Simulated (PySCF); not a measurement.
Towards the basis-set limit for BH

State: ¹Σ⁺, singlet, closed shell. De refers to B + H. RHF-based CCSD(T) in PySCF 2.14 with B aug-cc-pVTZ, H aug-cc-pVTZ and B aug-cc-pVQZ, H aug-cc-pVQZ (frozen core orbitals: 1; no relativity). Correlation energies are extrapolated as n⁻³ (n = 3, 4), Hartree–Fock as (n+1)·exp(−9√n). CV is the change on freezing 0 orbitals instead, in B cc-pwCVTZ, H cc-pVTZ. SR is the spin-free X2C energy in B cc-pVTZ-DK, H cc-pVTZ-DK less the non-relativistic one in B cc-pVTZ, H cc-pVTZ.

```csv
Level,Re (Å),ωe (cm⁻¹),ωexe (cm⁻¹),αe (cm⁻¹),De (eV)
CCSD(T)/TZ,1.2354,2348.8,49.1,0.422,3.625
CCSD(T)/QZ,1.2333,2357.9,49.0,0.420,3.658
HF/CBS,1.2199,2488.8,43.2,0.376,2.681
MP2/CBS,1.2241,2439.5,44.6,0.390,3.562
CCSD/CBS,1.2315,2373.2,48.0,0.413,3.658
CCSD(T)/CBS,1.2326,2362.4,48.8,0.418,3.679
CCSD(T)/CBS+CV,1.2299,2371.8,49.0,0.419,3.687
CCSD(T)/CBS+CV+SR,1.2299,2371.2,49.0,0.420,3.687
```

Question: How much is left between CCSD(T)/QZ and the basis-set limit, and how much do the triples give at the limit?

Answer: CCSD(T)/CBS less CCSD(T)/QZ: -0.7 mÅ in Re, +4.5 cm⁻¹ in ωe and +0.021 eV in De. CCSD(T)/CBS less CCSD/CBS: +1.1 mÅ in Re, -10.8 cm⁻¹ in ωe and +0.021 eV in De.

Question: What do the later terms add?

Answer: CV: -2.7 mÅ in Re, +9.4 cm⁻¹ in ωe and +0.008 eV in De; SR: +0.0 mÅ in Re, -0.6 cm⁻¹ in ωe and +0.000 eV in De, each against the row above.

Measured (Huber and Herzberg, Constants of Diatomic Molecules (1979)): Re = 1.2324 Å, ωe = 2366.9 cm⁻¹, ωexe = 49.395 cm⁻¹. The last row is off by -2.5 mÅ and 4.3 cm⁻¹.

The T1 diagnostic is 0.014. The open-shell atoms are computed with UHF. Spin–orbit coupling, excitations beyond (T) and corrections to the Born–Oppenheimer picture are left out.

The whole job (state search and all basis sets along the bond) took about 1.7 min on 4 threads of AMD EPYC 7R43 64-Core (shared host), peak memory 2.6 GiB.
